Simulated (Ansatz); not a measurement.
Two structures of C$_{2}$H$_{4}$Cl, doublet, reached by relaxing down either side of one saddle point (PBE0-D4/def2-TZVP). Energies are electronic, without zero-point energy. Computed with Ansatz 0.2.0 (basis: def2-TZVPP and def2-QZVPP); correlated methods freeze the cores; orbitals are unrestricted. Extrapolation: Hartree–Fock as exp(−7.88 √X), correlation as X^−2.97. First:

C1  (0.050, -0.789, 0.377)
C2  (-0.419, -0.174, -0.693)
Cl3  (0.544, 0.828, -1.709)
H4  (0.804, 2.483, 1.393)
H5  (1.084, -0.702, 0.685)
H6  (-0.616, -1.403, 0.971)
H7  (-1.447, -0.244, -1.023)
(Å)

Second:

C1  (0.202, -0.070, 0.640)
C2  (-0.382, -0.066, -0.714)
Cl3  (0.548, 0.498, -2.024)
H4  (0.356, 0.947, 1.026)
H5  (1.177, -0.566, 0.652)
H6  (-0.461, -0.592, 1.333)
H7  (-1.441, -0.150, -0.913)
(Å)

**Question.** Which bonds change from the first to the second?

**Answer.** C₂H₃Cl (C=CCl) + H → C₂H₄Cl ([CH3][CH][Cl]); bonds formed: C1–H4.

**Question.** Give the saddle point's structure and its height above each. (To be estimated.)

**Answer.** The calculation gives: 1.92 kcal/mol above the first and 45.46 kcal/mol above the second (CCSD(T) at an estimated basis limit (MP2 extrapolated from triple and quadruple zeta, plus CCSD(T) − MP2 in triple zeta)).
```
7
angstrom
C 0.1554 -0.4287 0.4305
C -0.3811 -0.1029 -0.7386
Cl 0.5504 0.3388 -2.1109
H 0.3865 1.4762 1.5166
H 1.2266 -0.4928 0.5718
H -0.4900 -0.7266 1.2476
H -1.4479 -0.0639 -0.9169
```

No T1 diagnostic of these runs exceeds 0.031. ⟨S²⟩ of the unrestricted Hartree–Fock references: 0.75 to 0.91 (a pure state has 0.75). The unrestricted reference is spin-contaminated, which hurts MP2 most.

Labels in which every atom is bracketed show which atoms are joined, not bond orders.

For scale, one of the runs: CCSD(T)/def2-TZVPP, 160 basis functions, launched by `ansatz run in.yaml --threads 2 --pin off --events-out ev --progress --plain --max-ram 4352MiB`. Time: 95 s of wall clock on 2 CPU threads of an Arm Neoverse V1; the host was shared. Peak host memory: 2.8 GiB.
